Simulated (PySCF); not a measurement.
Converging SiH⁻ in the basis (PBE)

PySCF, UKS reference; triplet, unpaired electrons π ↑↑; De to Si⁻ + H without counterpoise correction.

| basis | relativity | functions | Re (Å) | ωe (cm⁻¹) | De (eV) | μ (D) |
| --- | --- | --- | --- | --- | --- | --- |
| def2-SVPD | no relativity | 32 | 1.583 | 1757 | n/a | -0.28 |
| aug-pcseg-1 | no relativity | 36 | 1.578 | 1786 | 2.96 | -0.18 |
| def2-TZVPPD | no relativity | 65 | 1.572 | 1771 | 3.08 | -0.19 |

**Question.** How does each smaller set differ from the one with most functions, def2-TZVPPD?

**Answer.** def2-SVPD: +1.1 pm, -0.8 % in ωe; aug-pcseg-1: +0.6 pm, +0.8 % in ωe, -0.12 eV in De. All at PBE; the set with most functions is neither the basis-set limit nor always the best.

A positive dipole points towards H; it is taken about the centre of mass and depends on that origin. For an ion De counts to the pair picked by the measured ionisation energies or electron affinities, which need not be the lowest pair at this level. The highest Kohn–Sham level is positive in some of these anions. Much of that is self-interaction error, but it also means that the finite basis helps to hold the extra electron. The state was picked by a PBE0 search and need not be the measured ground state.
